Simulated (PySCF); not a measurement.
**Hexatriene (C6H8): electronic excitations at several levels of theory**

Aim: compute the electronic excitations of Hexatriene (C6H8) (`C=C/C=C/C=C`) at several levels, and see how far they spread and what each costs.

Programs: PySCF 2.14.0, with density-fitted response routines of our own. Each step states its level of theory. These are calculated values for one molecule in the gas phase, unless marked as measured. Atoms are numbered from 0 throughout.

## Step 1: Starting geometry

14 atoms, charge 0, multiplicity 1; geometry from: MMFF94s.

Bonds of the start (Å): C0–C1 1.34, C1–C2 1.44, C2–C3 1.34, C3–C4 1.44, C4–C5 1.34, C0–H6 1.09, C0–H7 1.09, C1–H8 1.09, C2–H9 1.09, C3–H10 1.09, C4–H11 1.09, C5–H12 1.09, C5–H13 1.09.

## Step 2: Geometry optimisation at PBE0-D3(BJ)/def2-SVP

Job settings and geometry (Å):

```
{"job": {"xc": "PBE0", "basis": "def2-SVP", "d3": "d3bj", "grid": 1, "kind": "geom"}, "charge": 0, "multiplicity": 1}
C      3.037763     0.074977    -0.356790
C      1.850102     0.055240     0.259200
C      0.594588     0.009842    -0.453576
C     -0.594587    -0.009845     0.167150
C     -1.850103    -0.055242    -0.545626
C     -3.037763    -0.074974     0.070365
H      3.129336     0.057903    -1.438125
H      3.956581     0.109197     0.220298
H      1.818382     0.073978     1.346680
H      0.642043    -0.008479    -1.540532
H     -0.642042     0.008477     1.254106
H     -1.818383    -0.073984    -1.633106
H     -3.129336    -0.057895     1.151700
H     -3.956581    -0.109194    -0.506722
```

Launch:

```sh
$ OMP_NUM_THREADS=1 python probes_run.py task.json out
```

This one command runs all jobs of the session in turn.

What it wrote:

```text
step   0  E = -232.94529825  max force = 0.009376
step   1  E = -232.94633140  max force = 0.001616
step   2  E = -232.94610550  max force = 0.006250
step   3  E = -232.94635182  max force = 0.001919
step   4  E = -232.94638012  max force = 0.000496
step   5  E = -232.94637978  max force = 0.000090
optimisation converged
```

It took 30 s on 1 thread of Arm Neoverse V2, shared host; peak memory 0.49 GiB.

Step by step: (the energy doesn't fall at every step)

```tsv
step	energy from step 0 (eV)	largest force component (eV/Å)
0	0.0000	0.4821
1	-0.0281	0.0831
2	-0.0220	0.3214
3	-0.0287	0.0987
4	-0.0294	0.0255
5	-0.0294	0.0046
```

Distances of close pairs at the start and the end, largest changes first:

```tsv
bond	before (Å)	after (Å)	change (Å)
C2–C3	1.342	1.351	+0.010
C5–H12	1.085	1.094	+0.009
C0–H6	1.085	1.094	+0.009
C3–H10	1.088	1.097	+0.009
C2–H9	1.088	1.097	+0.009
C4–H11	1.088	1.097	+0.009
C1–H8	1.088	1.097	+0.009
C5–H13	1.086	1.092	+0.007
```

The final coordinates are the input of the step that follows.

```tsv
at the end point	value
point group (found at 0.08 Å tolerance)	C2h
rotational constants (GHz, main isotopes)	26.496, 1.335, 1.271
dipole moment (D)	0.00
```

## Step 3: Ultraviolet spectrum: HF/def2-SVPD

Job settings and geometry (Å):

```
{"job": {"kind": "uv", "xc": "HF", "basis": "def2-SVPD", "ip": true}, "charge": 0, "multiplicity": 1}
C      3.067442     0.079863    -0.363927
C      1.870341     0.057973     0.243210
C      0.601528     0.010951    -0.450852
C     -0.601528    -0.010952     0.164426
C     -1.870341    -0.057973    -0.529635
C     -3.067442    -0.079862     0.077502
H      3.149529     0.062718    -1.455180
H      3.998159     0.115226     0.206591
H      1.825988     0.076172     1.338975
H      0.635382    -0.007631    -1.547421
H     -0.635382     0.007630     1.260995
H     -1.825988    -0.076173    -1.625400
H     -3.149529    -0.062717     1.168755
H     -3.998159    -0.115226    -0.493016
```

Method: TDDFT HF/def2-SVPD, vertical, gas phase, core orbitals frozen in the response.

What it wrote:

```text
final grid: 110224 points
cycle   1  E = -231.5734908005  dE =  1.133e+00  |g| = 4.168e-01  |ddm| = 5.174e+00
cycle   2  E = -231.6410265089  dE = -6.754e-02  |g| = 1.181e-01  |ddm| = 1.372e+00
cycle   3  E = -231.6468740383  dE = -5.848e-03  |g| = 4.459e-02  |ddm| = 5.467e-01
cycle   4  E = -231.6475355811  dE = -6.615e-04  |g| = 9.563e-03  |ddm| = 1.246e-01
cycle   5  E = -231.6475790993  dE = -4.352e-05  |g| = 3.258e-03  |ddm| = 3.231e-02
cycle   6  E = -231.6475864824  dE = -7.383e-06  |g| = 7.483e-04  |ddm| = 1.233e-02
cycle   7  E = -231.6475871339  dE = -6.515e-07  |g| = 1.606e-04  |ddm| = 3.949e-03
cycle   8  E = -231.6475871571  dE = -2.319e-08  |g| = 4.980e-05  |ddm| = 8.899e-04
cycle   9  E = -231.6475871584  dE = -1.251e-09  |g| = 1.696e-05  |ddm| = 2.378e-04
cycle  10  E = -231.6475871586  dE = -2.018e-10  |g| = 5.259e-06  |ddm| = 1.015e-04
converged SCF energy = -231.6475871586

Static polarisability (au): isotropic 92.209, principal 48.318 61.649 166.660

Singlet excitations
state   eV       nm        f      main configurations
  1   5.1697    239.8   1.36208   H->L 0.94
  2   6.6417    186.7   0.01223   H->L+1 0.81, H->L+4 0.10
  3   6.7205    184.5   0.00000   H->L+2 0.53, H->L+3 0.39
  4   7.0356    176.2   0.00000   H->L+3 0.47, H->L+2 0.33, H-1->L+1 0.11
  5   7.3074    169.7   0.00000   H->L+6 0.47, H-1->L 0.45
  6   7.6413    162.3   0.01226   H->L+8 0.86
  7   7.6710    161.6   0.05414   H->L+4 0.73, H-1->L+2 0.08
  8   7.9456    156.0   0.02406   H->L+5 0.74, H-1->L+3 0.12
  9   8.2211    150.8   0.00000   H-1->L 0.47, H->L+6 0.43
 10   8.5502    145.0   0.00000   H->L+7 0.45, H-3->L 0.35

Triplet excitations (Tamm-Dancoff, eV): 2.1097 3.6061 4.6491 6.4805
Vertical ionisation energy (delta-SCF) = 6.7584 eV
```

Run time: 13 s. Hardware: 1 thread of Arm Neoverse V2, shared host; peak memory 0.73 GiB.

Frontier orbitals and where they lie:

```tsv
orbital	eV	atoms
HOMO−3	-13.48	C3 14 %, C2 14 %, C4 12 %
HOMO−2	-12.79	C3 23 %, C2 23 %, C4 14 %
HOMO−1	-10.86	C1 21 %, C4 21 %, C0 18 %
HOMO	-8.06	C2 18 %, C3 18 %, C5 16 %
LUMO	2.14	C5 16 %, C0 16 %, C2 15 %
LUMO+1	2.92	C0 18 %, C5 18 %, C1 7 %
LUMO+2	3.02	C5 16 %, C0 16 %, H12 10 %
```

With each of the 10 states as a Gaussian band of 0.4 eV half-width at 1/e, the curve within the window shown has maxima at 240 nm (ε 55,000), 160 nm (ε 3,300) L/(mol cm). Beyond the last state computed it falls off for lack of states. The curve at chosen wavelengths:

(nm, ε (L/mol/cm)): (140, 6), (145, 124), (150, 819), (156, 2636), (161, 3332), (166, 2326), (171, 995), (177, 396), (182, 444), (187, 498), (192, 400), (198, 231), (203, 315), (208, 1160), (213, 3984), (219, 12352), (224, 24200), (229, 38213), (234, 49887), (240, 55140), (245, 51062), (250, 41627), (255, 30327), (261, 18214), (266, 10836), (271, 5981)

Ground-state properties from the same run:

```tsv
property	computed
dipole moment (D)	0.00
polarisability (Å³)	13.66
HOMO–LUMO gap (eV)	10.19
−ε(HOMO) (eV)	8.06
```

## Step 4: Excited states and response: LDA/def2-SVPD

Settings changed since step 3:

```diff
@@ -1,2 +1,2 @@
-{"job": {"kind": "uv", "xc": "HF", "basis": "def2-SVPD", "ip": true}, "charge": 0, "multiplicity": 1}
+{"job": {"kind": "uv", "xc": "LDA", "basis": "def2-SVPD", "ip": true}, "charge": 0, "multiplicity": 1}
 C      3.067442     0.079863    -0.363927
```

Method: TDDFT LDA/def2-SVPD, vertical, gas phase, core orbitals frozen in the response.

What it wrote:

```text
coarse grid: 11480 points
cycle   1  E = -230.9013839482  dE =  3.569e-01  |g| = 5.173e-01  |ddm| = 6.895e+00
cycle   2  E = -230.8343371330  dE =  6.705e-02  |g| = 7.081e-01  |ddm| = 1.926e+00
cycle   3  E = -230.9812055412  dE = -1.469e-01  |g| = 6.958e-02  |ddm| = 1.193e+00
cycle   4  E = -230.9811781172  dE =  2.742e-05  |g| = 7.263e-02  |ddm| = 2.410e-01
cycle   5  E = -230.9826832697  dE = -1.505e-03  |g| = 8.648e-03  |ddm| = 1.013e-01
cycle   6  E = -230.9826988359  dE = -1.557e-05  |g| = 3.470e-03  |ddm| = 2.386e-02
cycle   7  E = -230.9827021767  dE = -3.341e-06  |g| = 4.105e-04  |ddm| = 9.024e-03
final grid: 110224 points
cycle   8  E = -231.0507137040  dE = -4.229e-05  |g| = 3.372e-03  |ddm| = 1.919e-01
cycle   9  E = -231.0507110691  dE =  2.635e-06  |g| = 4.475e-03  |ddm| = 1.583e-02
cycle  10  E = -231.0507168279  dE = -5.759e-06  |g| = 6.729e-04  |ddm| = 8.470e-03
cycle  11  E = -231.0507169454  dE = -1.175e-07  |g| = 2.745e-04  |ddm| = 1.447e-03
cycle  12  E = -231.0507169666  dE = -2.128e-08  |g| = 1.420e-05  |ddm| = 3.761e-04
cycle  13  E = -231.0507169667  dE = -5.900e-11  |g| = 7.609e-06  |ddm| = 7.363e-05
converged SCF energy = -231.0507169667

Static polarisability (au): isotropic 97.248, principal 49.295 67.560 174.891

Singlet excitations
state   eV       nm        f      main configurations
  1   4.5285    273.8   0.98447   H->L 0.96
  2   5.0843    243.9   0.00000   H-1->L 0.54, H->L+1 0.46
  3   5.8941    210.4   0.00000   H-2->L 0.78, H->L+2 0.22
  4   5.9349    208.9   0.00000   H->L+2 0.78, H-2->L 0.22
  5   6.1125    202.8   0.00149   H->L+3 0.71, H-4->L 0.29
  6   6.1231    202.5   0.01028   H->L+4 1.00
  7   6.2363    198.8   0.00015   H-3->L 1.00
  8   6.2602    198.1   0.00000   H->L+5 1.00
  9   6.7550    183.5   0.00000   H->L+1 0.49, H-1->L 0.41
 10   6.8275    181.6   0.00000   H-5->L 0.99

Triplet excitations (Tamm-Dancoff, eV): 2.6098 4.4151 5.0252 5.5277
Vertical ionisation energy (delta-SCF) = 8.2659 eV
Vertical electron affinity (delta-SCF) = 0.0535 eV
```

It took 43 s on 1 thread of Arm Neoverse V2, shared host; peak memory 0.53 GiB.

This run: HOMO -5.60 eV, LUMO -2.57 eV; lowest singlet 4.53 eV.

## Step 5: TDDFT and polarisability: PBE/def2-SVPD

Settings changed since step 4:

```diff
@@ -1,2 +1,2 @@
-{"job": {"kind": "uv", "xc": "LDA", "basis": "def2-SVPD", "ip": true}, "charge": 0, "multiplicity": 1}
+{"job": {"kind": "uv", "xc": "PBE", "basis": "def2-SVPD", "ip": true}, "charge": 0, "multiplicity": 1}
 C      3.067442     0.079863    -0.363927
```

Method: TDDFT PBE/def2-SVPD, vertical, gas phase, core orbitals frozen in the response.

What it wrote:

```text
coarse grid: 11480 points
cycle   1  E = -232.7961476417  dE =  3.716e-01  |g| = 4.911e-01  |ddm| = 6.785e+00
cycle   2  E = -232.7417894137  dE =  5.436e-02  |g| = 6.552e-01  |ddm| = 1.839e+00
cycle   3  E = -232.8694277225  dE = -1.276e-01  |g| = 5.998e-02  |ddm| = 1.056e+00
cycle   4  E = -232.8693408074  dE =  8.692e-05  |g| = 6.431e-02  |ddm| = 2.281e-01
cycle   5  E = -232.8705203240  dE = -1.180e-03  |g| = 8.131e-03  |ddm| = 9.054e-02
cycle   6  E = -232.8705342371  dE = -1.391e-05  |g| = 3.318e-03  |ddm| = 2.167e-02
cycle   7  E = -232.8705372748  dE = -3.038e-06  |g| = 4.195e-04  |ddm| = 8.170e-03
final grid: 110224 points
cycle   8  E = -232.9198811978  dE = -2.977e-05  |g| = 1.109e-02  |ddm| = 2.275e-01
cycle   9  E = -232.9198522380  dE =  2.896e-05  |g| = 1.471e-02  |ddm| = 4.425e-02
cycle  10  E = -232.9199148898  dE = -6.265e-05  |g| = 2.826e-03  |ddm| = 2.703e-02
cycle  11  E = -232.9199172871  dE = -2.397e-06  |g| = 1.464e-04  |ddm| = 4.296e-03
cycle  12  E = -232.9199172914  dE = -4.277e-09  |g| = 7.167e-05  |ddm| = 6.721e-04
cycle  13  E = -232.9199172926  dE = -1.191e-09  |g| = 2.066e-05  |ddm| = 1.713e-04
cycle  14  E = -232.9199172927  dE = -1.190e-10  |g| = 2.728e-06  |ddm| = 5.731e-05
converged SCF energy = -232.9199172927

Static polarisability (au): isotropic 96.396, principal 48.421 66.670 174.097

Singlet excitations
state   eV       nm        f      main configurations
  1   4.5359    273.3   0.98732   H->L 0.96
  2   5.1009    243.1   0.00000   H-1->L 0.54, H->L+1 0.46
  3   5.7937    214.0   0.00000   H->L+2 1.00
  4   5.9625    207.9   0.00986   H->L+3 1.00
  5   6.0757    204.1   0.00000   H-2->L 0.99
  6   6.0978    203.3   0.00000   H->L+5 1.00
  7   6.1597    201.3   0.00123   H->L+4 0.69, H-3->L 0.31
  8   6.4311    192.8   0.00009   H-4->L 0.99
  9   6.6999    185.1   0.00734   H->L+6 1.00
 10   6.7611    183.4   0.00000   H->L+1 0.50, H-1->L 0.41

Triplet excitations (Tamm-Dancoff, eV): 2.4582 4.2238 5.0198 5.3423
Vertical ionisation energy (delta-SCF) = 8.0052 eV
Vertical electron affinity (delta-SCF) = -0.1331 eV
```

Wall time 65 s (1 thread of Arm Neoverse V2, shared host); peak memory 0.54 GiB.

In short: HOMO -5.40 eV, LUMO -2.34 eV; lowest singlet 4.54 eV.

## Step 6: Excited states and response: B3LYP/def2-SVPD

Settings changed since step 5:

```diff
@@ -1,2 +1,2 @@
-{"job": {"kind": "uv", "xc": "PBE", "basis": "def2-SVPD", "ip": true}, "charge": 0, "multiplicity": 1}
+{"job": {"kind": "uv", "xc": "B3LYP", "basis": "def2-SVPD", "ip": true}, "charge": 0, "multiplicity": 1}
 C      3.067442     0.079863    -0.363927
```

With the program's defaults for keys left out, this is: TDDFT B3LYP/def2-SVPD, vertical, gas phase, core orbitals frozen in the response.

What it wrote:

```text
coarse grid: 11480 points
cycle   1  E = -233.1561382608  dE =  4.902e-01  |g| = 3.688e-01  |ddm| = 6.806e+00
cycle   2  E = -233.1560951503  dE =  4.311e-05  |g| = 3.760e-01  |ddm| = 1.491e+00
cycle   3  E = -233.1973369427  dE = -4.124e-02  |g| = 1.926e-02  |ddm| = 6.585e-01
cycle   4  E = -233.1972926456  dE =  4.430e-05  |g| = 2.377e-02  |ddm| = 8.573e-02
cycle   5  E = -233.1974381367  dE = -1.455e-04  |g| = 4.643e-03  |ddm| = 3.831e-02
cycle   6  E = -233.1974435508  dE = -5.414e-06  |g| = 1.295e-03  |ddm| = 1.060e-02
final grid: 110224 points
cycle   7  E = -233.2458525272  dE = -3.206e-05  |g| = 4.820e-03  |ddm| = 1.783e-01
cycle   8  E = -233.2458503387  dE =  2.189e-06  |g| = 5.637e-03  |ddm| = 2.020e-02
cycle   9  E = -233.2458588062  dE = -8.467e-06  |g| = 1.058e-03  |ddm| = 1.052e-02
cycle  10  E = -233.2458591271  dE = -3.210e-07  |g| = 1.434e-04  |ddm| = 1.862e-03
cycle  11  E = -233.2458591316  dE = -4.480e-09  |g| = 7.309e-05  |ddm| = 3.861e-04
cycle  12  E = -233.2458591329  dE = -1.308e-09  |g| = 6.809e-06  |ddm| = 1.231e-04
cycle  13  E = -233.2458591329  dE = -1.461e-11  |g| = 8.394e-07  |ddm| = 3.123e-05
converged SCF energy = -233.2458591329

Static polarisability (au): isotropic 94.846, principal 48.262 65.340 170.935

Singlet excitations
state   eV       nm        f      main configurations
  1   4.7007    263.8   1.07176   H->L 0.98
  2   5.7297    216.4   0.00000   H-1->L 0.53, H->L+1 0.47
  3   5.9702    207.7   0.00000   H->L+2 0.99
  4   6.1099    202.9   0.01147   H->L+3 0.98
  5   6.2957    196.9   0.00000   H->L+4 0.98
  6   6.5835    188.3   0.00079   H->L+5 0.82, H-2->L 0.18
  7   6.7397    184.0   0.00000   H-3->L 0.98
  8   6.8910    179.9   0.01276   H->L+6 0.97
  9   6.8978    179.7   0.00000   H->L+1 0.51, H-1->L 0.44
 10   7.1630    173.1   0.00245   H-4->L 0.91

Triplet excitations (Tamm-Dancoff, eV): 2.4820 4.2115 5.3116 5.6247
Vertical ionisation energy (delta-SCF) = 8.0182 eV
Vertical electron affinity (delta-SCF) = -0.1825 eV
```

It took 58 s on 1 thread of Arm Neoverse V2, shared host; peak memory 0.75 GiB.

In short: HOMO -6.08 eV, LUMO -1.66 eV; lowest singlet 4.70 eV.

## Step 7: TDDFT and polarisability: PBE0/def2-SVPD

Settings changed since step 6:

```diff
@@ -1,2 +1,2 @@
-{"job": {"kind": "uv", "xc": "B3LYP", "basis": "def2-SVPD", "ip": true}, "charge": 0, "multiplicity": 1}
+{"job": {"kind": "uv", "xc": "PBE0", "basis": "def2-SVPD", "ip": true}, "charge": 0, "multiplicity": 1}
 C      3.067442     0.079863    -0.363927
```

Level: TDDFT PBE0/def2-SVPD, vertical, gas phase, core orbitals frozen in the response.

What it wrote:

```text
coarse grid: 11480 points
cycle   1  E = -232.8792814379  dE =  5.265e-01  |g| = 3.215e-01  |ddm| = 6.006e+00
cycle   2  E = -232.8860053743  dE = -6.724e-03  |g| = 2.939e-01  |ddm| = 1.246e+00
cycle   3  E = -232.9108174547  dE = -2.481e-02  |g| = 1.660e-02  |ddm| = 5.271e-01
cycle   4  E = -232.9108184636  dE = -1.009e-06  |g| = 1.776e-02  |ddm| = 6.586e-02
cycle   5  E = -232.9108969056  dE = -7.844e-05  |g| = 3.623e-03  |ddm| = 2.964e-02
cycle   6  E = -232.9109002740  dE = -3.368e-06  |g| = 1.010e-03  |ddm| = 8.327e-03
final grid: 110224 points
cycle   7  E = -232.9467387338  dE = -2.547e-05  |g| = 6.356e-03  |ddm| = 1.615e-01
cycle   8  E = -232.9467396350  dE = -9.012e-07  |g| = 6.189e-03  |ddm| = 2.328e-02
cycle   9  E = -232.9467503092  dE = -1.067e-05  |g| = 5.226e-04  |ddm| = 1.093e-02
cycle  10  E = -232.9467503772  dE = -6.795e-08  |g| = 1.723e-04  |ddm| = 1.199e-03
cycle  11  E = -232.9467503847  dE = -7.593e-09  |g| = 6.704e-05  |ddm| = 4.233e-04
cycle  12  E = -232.9467503859  dE = -1.123e-09  |g| = 8.529e-06  |ddm| = 1.126e-04
cycle  13  E = -232.9467503859  dE = -1.921e-11  |g| = 9.834e-07  |ddm| = 2.941e-05
converged SCF energy = -232.9467503859

Static polarisability (au): isotropic 93.655, principal 47.993 64.529 168.443

Singlet excitations
state   eV       nm        f      main configurations
  1   4.7810    259.3   1.08920   H->L 0.98
  2   5.9386    208.8   0.00000   H-1->L 0.54, H->L+1 0.45
  3   6.2354    198.8   0.00000   H->L+2 0.99
  4   6.3800    194.3   0.01139   H->L+3 0.97
  5   6.5867    188.2   0.00000   H->L+4 0.97
  6   6.7927    182.5   0.00000   H-2->L 0.98
  7   6.7963    182.4   0.00053   H->L+5 0.82, H-3->L 0.17
  8   7.0109    176.8   0.00000   H->L+1 0.52, H-1->L 0.43
  9   7.1777    172.7   0.01308   H->L+6 0.89
 10   7.2470    171.1   0.00366   H-4->L 0.88

Triplet excitations (Tamm-Dancoff, eV): 2.4300 4.1472 5.2647 5.8179
Vertical ionisation energy (delta-SCF) = 8.0180 eV
Vertical electron affinity (delta-SCF) = -0.1833 eV
```

Run time: 59 s. Hardware: 1 thread of Arm Neoverse V2, shared host; peak memory 0.75 GiB.

Key values: HOMO -6.27 eV, LUMO -1.49 eV; lowest singlet 4.78 eV.

## Step 8: Excited states and response: BHandHLYP/def2-SVPD

Settings changed since step 7:

```diff
@@ -1,2 +1,2 @@
-{"job": {"kind": "uv", "xc": "PBE0", "basis": "def2-SVPD", "ip": true}, "charge": 0, "multiplicity": 1}
+{"job": {"kind": "uv", "xc": "BHandHLYP", "basis": "def2-SVPD", "ip": true}, "charge": 0, "multiplicity": 1}
 C      3.067442     0.079863    -0.363927
```

Method: TDDFT BHandHLYP/def2-SVPD, vertical, gas phase, core orbitals frozen in the response.

What it wrote:

```text
coarse grid: 11480 points
cycle   1  E = -233.0232156382  dE =  7.100e-01  |g| = 2.734e-01  |ddm| = 5.979e+00
cycle   2  E = -233.0455644402  dE = -2.235e-02  |g| = 1.271e-01  |ddm| = 1.224e+00
cycle   3  E = -233.0498982594  dE = -4.334e-03  |g| = 3.884e-02  |ddm| = 3.319e-01
cycle   4  E = -233.0503382602  dE = -4.400e-04  |g| = 9.922e-03  |ddm| = 1.105e-01
cycle   5  E = -233.0503654992  dE = -2.724e-05  |g| = 2.662e-03  |ddm| = 2.232e-02
cycle   6  E = -233.0503678750  dE = -2.376e-06  |g| = 7.550e-04  |ddm| = 6.700e-03
final grid: 110224 points
cycle   7  E = -233.0829869168  dE = -1.626e-05  |g| = 2.352e-03  |ddm| = 1.062e-01
cycle   8  E = -233.0829875683  dE = -6.515e-07  |g| = 1.884e-03  |ddm| = 1.107e-02
cycle   9  E = -233.0829885394  dE = -9.711e-07  |g| = 3.275e-04  |ddm| = 3.635e-03
cycle  10  E = -233.0829885651  dE = -2.568e-08  |g| = 1.173e-04  |ddm| = 7.244e-04
cycle  11  E = -233.0829885690  dE = -3.903e-09  |g| = 1.918e-05  |ddm| = 2.822e-04
cycle  12  E = -233.0829885691  dE = -9.999e-11  |g| = 3.886e-06  |ddm| = 4.327e-05
converged SCF energy = -233.0829885691

Static polarisability (au): isotropic 92.612, principal 47.811 63.370 166.657

Singlet excitations
state   eV       nm        f      main configurations
  1   4.9413    250.9   1.18728   H->L 0.98
  2   6.3211    196.1   0.00000   H->L+2 0.94
  3   6.4079    193.5   0.01176   H->L+1 0.93
  4   6.6778    185.7   0.00000   H->L+3 0.90
  5   6.6976    185.1   0.00000   H-1->L 0.50, H->L+4 0.47
  6   7.1234    174.1   0.00000   H->L+4 0.50, H-1->L 0.46
  7   7.1574    173.2   0.00082   H->L+6 0.95
  8   7.2763    170.4   0.02444   H->L+5 0.90
  9   7.5093    165.1   0.00000   H-3->L 0.93
 10   7.5712    163.8   0.02005   H->L+7 0.88

Triplet excitations (Tamm-Dancoff, eV): 2.4302 4.0850 5.1630 6.2649
Vertical ionisation energy (delta-SCF) = 7.8458 eV
```

Wall time 43 s (1 thread of Arm Neoverse V2, shared host); peak memory 0.8 GiB.

This run: HOMO -6.99 eV, LUMO -0.46 eV; lowest singlet 4.94 eV.

## Step 9: Side by side: electronic excitations

Excitations and ground-state properties, with basis size and wall time:

```tsv
run	lowest singlet (eV)	brightest (eV)	f	gap (eV)	α (Å³)	μ (D)	functions	time
HF/def2-SVPD	5.17	5.17	1.362	10.19	13.66	0.00	184	13 s
LDA/def2-SVPD	4.53	4.53	0.984	3.03	14.41	0.00	184	43 s
PBE/def2-SVPD	4.54	4.54	0.987	3.06	14.28	0.00	184	65 s
B3LYP/def2-SVPD	4.70	4.70	1.072	4.41	14.05	0.00	184	58 s
PBE0/def2-SVPD	4.78	4.78	1.089	4.78	13.88	0.00	184	59 s
BHandHLYP/def2-SVPD	4.94	4.94	1.187	6.53	13.72	0.00	184	43 s
```

## Step 10: Outcome

| quantity | value |
| --- | --- |
| point group | C2h |
| rotational constants (main isotopes) | 26.50, 1.33, 1.27 GHz |
| lowest singlet (HF/def2-SVPD) | 5.17 eV (240 nm), f = 1.362 |
| lowest triplet | 2.11 eV |
| range of the lowest singlet | 4.53 to 5.17 eV |

**Reading.** Single values in the summary come from the first run of each kind that ended normally (HF/def2-SVPD), which need not be the best level. Over 5 steps the energy fell by 0.029 eV; of the close pairs, C2–C3 changed most, 1.342 to 1.351 Å. No frequency check was run at this level, so the end point may be a saddle. The lowest singlet, at 5.17 eV, is HOMO→LUMO 0.94 and is bright. The lowest triplet lies 3.06 eV below the lowest singlet (triplets in Tamm-Dancoff, singlets in full TDDFT). The lowest singlet runs from 4.53 eV (LDA/def2-SVPD) to 5.17 eV (HF/def2-SVPD), while the orbital gap spans 3.03 to 10.19 eV: the excitation energy moves far less from run to run than the orbital gap does. The lowest state need not be the same one in every run.
